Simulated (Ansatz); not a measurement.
H$_{3}$NSi, SMILES `N[SiH]`, relaxed with RKS PBE-D4/def2-SVP in Ansatz 0.2.0 from a rough embedded geometry. The force threshold is 0.03 eV/Å; the program also tests the step.

The species carries charge 0 and has multiplicity 1.

Start:

```xyz
5

N    -0.059   -0.746    0.321
Si    0.958    0.217   -0.672
H    -0.968   -0.775   -0.003
H    -0.169   -0.210    1.170
H     0.238    1.516   -0.816
```

Problem. By how much does the energy fall, and how many steps does the optimiser take? (Best estimate.)

Solution. The calculation gave: 35.36 kcal/mol, in 10 steps, 1 of them rejected.

Problem. Which bonds change most? (An estimate is asked.)

Solution. Ansatz gave: Si2–H5 from 1.492 to 1.554 Å; N1–H3 from 0.966 to 1.025 Å; N1–Si2 from 1.716 to 1.735 Å; N1–H4 from 1.010 to 1.025 Å.

Problem. Give the relaxed structure. (Estimate.)

Solution. Computed: 
```xyz
5

N    -0.158   -0.372    0.399
Si    1.113    0.555   -0.332
H    -1.146   -0.391    0.125
H     0.020   -0.991    1.195
H     0.171    1.199   -1.387
```
